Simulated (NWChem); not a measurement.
difluoromethane (CH$_{2}$F$_{2}$); SMILES FCF

All runs: NWChem. Coordinates come from a PBE-D3(BJ)/def2-SVP optimisation. Solvent water, SMD (1 M gas to 1 M solution), gas-phase geometry.

### Question
Estimate the computed values for M06-2X/STO-3G. Quantities: solvation free energy (kcal/mol); cavity-dispersion-structure term (kcal/mol); dipole in solution (D).

### Answer
The solvation free energy (kcal/mol) is 2.0 and the cavity-dispersion-structure term (kcal/mol) is 3.3. The dipole in solution (D) comes out as 1.13.
